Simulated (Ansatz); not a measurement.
# CH2O3: the cost of one run

Method: the levels named in each step, in Ansatz 0.2.0.

### 1 The starting structure

Bond lengths: O2–C3 1.143 Å, C3–O4 1.145 Å, O1–H5 0.960 Å, O1–H6 0.960 Å. Angles: O2–C3–O4 177.5°, H5–O1–H6 107.0°.

Coordinates:

```xyz
6

O     1.3381   -0.3337    1.3427
O    -0.0519   -0.5439   -1.3435
C    -0.5447    0.1295   -0.5622
O    -1.0746    0.8121    0.1885
H     2.2174    0.0011    1.5330
H     0.9141   -0.5060    2.1863
```

### 2 A rough first relaxation, PBE-D4/def2-SVP

input.yaml

```yaml
crystal:
  periodic: [false, false, false]
  atoms:
    - { symbol: O, position_ang: [1.33813, -0.33365, 1.34271] }
    - { symbol: O, position_ang: [-0.05193, -0.54386, -1.34348] }
    - { symbol: C, position_ang: [-0.54466, 0.12955, -0.56217] }
    - { symbol: O, position_ang: [-1.07461, 0.81207, 0.18848] }
    - { symbol: H, position_ang: [2.21735, 0.00107, 1.53295] }
    - { symbol: H, position_ang: [0.91409, -0.50599, 2.18632] }
basis:
  gaussian: { orbitals: def2-SVP }
hamiltonian:
  xc: pbe
  dispersion: d4
relax:
  f_tol: 0.03
  max_steps: 200
```

Run with:

```sh
ansatz run input.yaml --threads 2 --pin off --max-ram 5120MiB --backend cpu --events-out ev --progress --plain --runs-dir out
```

**Question.** How long does this run take on 2 threads of Arm Neoverse N1, shared host, and how much memory does it need?

About 12 s, with a peak of 0.11 GiB.
